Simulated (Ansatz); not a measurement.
Coupled-cluster diagnostics for [S4]2+ (S₄²⁺), Ansatz.

Geometry of the singlet (PBE-D4/def2-TZVP):

Cartesian coordinates in Å:
```
S 0.6629 0.6133 1.1314
S -0.5700 -1.0010 0.8766
S -0.6627 -0.6134 -1.1314
S 0.5699 1.0012 -0.8766
```

Correlated methods freeze 20 core orbitals. In CCSD on the charge 3 doublet the largest single amplitude is 0.41, so its Hartree–Fock determinant may place the open shell otherwise than the density functionals do.

(1) Estimate the CCSD(T) correlation energy, the shares of MP2 and (T), T1 and the reference's ⟨S²⟩ for: charge 2, singlet, own geometry in def2-TZVPP; charge 3, doublet, vertical in def2-TZVPP; and the rough time on 4 threads of Arm Neoverse V2 on a shared host.

## Answers

(1) 
```csv
state,basis,correlation (eV),MP2 share (%),(T) share (%),T1,⟨S²⟩ (pure),wall time,remarks
"charge 2, singlet, own geometry",def2-TZVPP,-20.924,90.8,7.0,0.016,0.00 (0.00),12 s,restricted SCF unstable
"charge 3, doublet, vertical",def2-TZVPP,-19.219,83.2,7.0,0.072,1.39 (0.75),48 s,"large T1 (0.072), spin-contaminated (⟨S²⟩ 1.39)"
```
Customary marks for T1 are 0.02 (closed shells), 0.045 (open shells) and about 0.05 (3d metals). T1 exceeds 0.02 in 1 of 2 rows and 0.045 in 1; the higher it lies, the less the single-reference result can be trusted.
